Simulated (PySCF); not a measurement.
# HNO3 (peroxynitrous acid) at 6 levels

Aim: a comparison of 6 runs (HF/STO-3G, HF/def2-SVP, HF/def2-TZVP, B3LYP/3-21G, wB97X/6-31G, B3LYP/6-31G*) of HNO3 (peroxynitrous acid). The job is set up through a Python script.

Program for the calculation: PySCF 2.14.0.

**1. The molecule**

HNO3: 5 atoms, total charge 0, spin state singlet. SMILES: `O=NOO`. The coordinates come from a GFN2-xTB relaxation. This is one conformer, not always the lowest.

Bond lengths: O1–N2 1.201 Å, N2–O3 1.273 Å, O3–O4 1.436 Å, O4–H5 0.984 Å. Angles: O1–N2–O3 119.9°, N2–O3–O4 119.3°, O3–O4–H5 102.4°.

**2. Energy and forces at HF/STO-3G (run 1)**

File job.py:

```python
from pyscf import gto

mol = gto.M(
    atom='''
O      0.065910    -0.913420     1.047340
N     -0.887330    -0.616080     0.379900
O     -0.768700     0.249290    -0.545570
O      0.510450     0.860430    -0.776300
H      1.079670     0.419780    -0.105350
''',
    verbose=3,
    max_memory=1860,
    basis='sto-3g',
    spin=0,
)

myscf = mol.RHF()
myscf.conv_tol = 1e-10
myscf.kernel()
if not myscf.converged:
    myscf = myscf.newton().run(myscf.mo_coeff, myscf.mo_occ)

etot = myscf.e_tot
print(f'total energy: {etot:.8f} hartree')
grad = myscf.nuc_grad_method().kernel()
dip = myscf.dip_moment()
pop, q = myscf.mulliken_pop()
```

The run is started by

```
$ OMP_NUM_THREADS=1 python job.py
```

What it wrote:

```text
converged SCF energy = -275.681854235716
total energy: -275.68185424 hartree
--------------- RHF gradients ---------------
         x                y                z
0 O    -0.0760629556     0.0056104868    -0.0329670466
1 N     0.0938287844     0.1004244781    -0.0793440982
2 O    -0.0444674066    -0.1281492299     0.1276705968
3 O     0.0405719204     0.0069782408     0.0057988679
4 H    -0.0138703426     0.0151360241    -0.0211583199
----------------------------------------------
Dipole moment(X, Y, Z, Debye):  1.37229,  0.08010,  0.36075
 ** Mulliken pop  **
pop of  0 O 1s            1.99839
pop of  0 O 2s            1.87523
pop of  0 O 2px           1.40502
pop of  0 O 2py           1.50171
pop of  0 O 2pz           1.37036
pop of  1 N 1s            1.99702
pop of  1 N 2s            1.63079
pop of  1 N 2px           1.37245
pop of  1 N 2py           0.97374
pop of  1 N 2pz           0.89354
pop of  2 O 1s            1.99811
pop of  2 O 2s            1.82906
pop of  2 O 2px           1.29353
pop of  2 O 2py           1.44806
pop of  2 O 2pz           1.49426
pop of  3 O 1s            1.99829
pop of  3 O 2s            1.87433
pop of  3 O 2px           0.97487
pop of  3 O 2py           1.65523
pop of  3 O 2pz           1.64318
pop of  4 H 1s            0.77283
 ** Mulliken atomic charges  **
charge of    0O =     -0.15071
charge of    1N =      0.13245
charge of    2O =     -0.06302
charge of    3O =     -0.14590
charge of    4H =      0.22717
```

It took 2.4 s on 1 thread of Intel Xeon at 2.50GHz (Skylake/Cascade Lake), shared host; peak memory 0.12 GiB.

**3. Energy and forces at HF/def2-SVP (run 2)**

File calc.py:

```python
import pyscf.grad
from pyscf import gto, scf

mol = gto.Mole()
mol.atom = '''
O    0.065910  -0.913420   1.047340
N   -0.887330  -0.616080   0.379900
O   -0.768700   0.249290  -0.545570
O    0.510450   0.860430  -0.776300
H    1.079670   0.419780  -0.105350
'''
mol.verbose = 4
mol.max_memory = 1860
mol.basis = 'def2-svp'
mol.build()

mf = scf.RHF(mol)
mf.conv_tol = 1e-10
mf.kernel()
if not mf.converged:
    mf = mf.newton().run(mf.mo_coeff, mf.mo_occ)

energy = mf.e_tot
print(f'total energy: {energy:.8f} hartree')
grad = mf.Gradients().kernel()
dip = mf.dip_moment()
pop, q = mf.mulliken_pop()
```

The run is started by

```
$ OMP_NUM_THREADS=1 python calc.py
```

What it wrote:

```text
PySCF version 2.14.0

[... 65 lines left out ...]
converged SCF energy = -279.158430784936
total energy: -279.15843078 hartree
[... 11 lines left out ...]
Dipole moment(X, Y, Z, Debye):  1.04774,  0.11137,  0.20441
[... 67 lines left out ...]
charge of    4H =      0.24771
```

Wall time 5.7 s (1 thread of Intel Xeon at 2.50GHz (Skylake/Cascade Lake), shared host); peak memory 0.13 GiB.

Runs 3 to 5 aren't shown in full; the table further down has their settings and results.

**4. Energy and gradient at B3LYP/6-31G(d) (Cartesian functions) (run 6)**

File calc.py:

```python
import pyscf.grad
from pyscf import gto, dft

molecule = gto.M(
    atom='''
O      0.065910    -0.913420     1.047340
N     -0.887330    -0.616080     0.379900
O     -0.768700     0.249290    -0.545570
O      0.510450     0.860430    -0.776300
H      1.079670     0.419780    -0.105350
''',
    verbose=4,
    cart=True,
    basis='6-31g*',
    max_memory=1860,
    charge=0,
)

mf = dft.RKS(molecule)
mf.xc = 'b3lyp'
mf.conv_tol = 1e-10
mf.grids.level = 5
mf.kernel()
if not mf.converged:
    mf = mf.newton().run(mf.mo_coeff, mf.mo_occ)

e_final = mf.e_tot
print(f'total energy: {e_final:.8f} hartree')
grad = mf.Gradients().kernel()
mf.analyze()
```

The run is started by

```
$ OMP_NUM_THREADS=1 python calc.py
```

What it wrote:

```text
PySCF version 2.14.0

[... 102 lines left out ...]
MO #2   energy= -19.2508969652973  occ= 2
[... 11 lines left out ...]
MO #14  energy= -0.423600995042779 occ= 2
[... 11 lines left out ...]
MO #26  energy= 0.719485088854548  occ= 0
[... 11 lines left out ...]
MO #38  energy= 1.33030735971364   occ= 0
[... 11 lines left out ...]
MO #50  energy= 2.26087153116893   occ= 0
[... 11 lines left out ...]
MO #62  energy= 3.91423646811271   occ= 0
[... 70 lines left out ...]
Dipole moment(X, Y, Z, Debye):  0.89284,  0.11315,  0.15135
```

Wall time 29 s (1 thread of Intel Xeon at 2.50GHz (Skylake/Cascade Lake), shared host); peak memory 0.62 GiB.

**5. The series**

| run | level | integration grid | Cartesian functions | energy (Eh) | dipole moment (D) | HOMO energy (eV) | LUMO energy (eV) | wall time |
| --- | --- | --- | --- | --- | --- | --- | --- | --- |
| 1 | HF/STO-3G | – | no | -275.681854 | 1.42 | -9.96 | 5.82 | 2.4 s |
| 2 | HF/def2-SVP | – | no | -279.158431 | 1.07 | -13.29 | 2.37 | 5.7 s |
| 3 | HF/def2-TZVP | – | no | -279.513858 | 0.93 | -13.23 | 2.42 | 45 s |
| 4 | B3LYP/3-21G | 5 | no | -279.237447 | 1.20 | -8.02 | -2.25 | 16 s |
| 5 | wB97X/6-31G | 5 | no | -280.625370 | 1.30 | -11.51 | -0.35 | 26 s |
| 6 | B3LYP/6-31G* (Cartesian functions) | 5 | yes | -280.824463 | 0.91 | -8.30 | -2.32 | 29 s |

**6. Outcome**

| quantity | value |
| --- | --- |
| run 6: total energy | -280.82446 Eh |
| run 6: dipole moment | 0.91 D |
| run 6: HOMO energy | -8.30 eV |
| run 6: LUMO energy | -2.32 eV |
| run 6: HOMO–LUMO gap | 5.98 eV |
| run 6: largest force on an atom | 3.031 eV/Å |

The dipole moment (its size) runs from 0.91 D (B3LYP/6-31G*) to 1.42 D (HF/STO-3G). The two ends differ in method and basis. The HOMO–LUMO gap runs from 5.77 eV (B3LYP/3-21G) to 15.77 eV (HF/STO-3G). Totals of different functionals can't be ranked against each other. In run 1 the basis is minimal, so the values are rough. All runs together took 2.1 min, the longest 45 s.
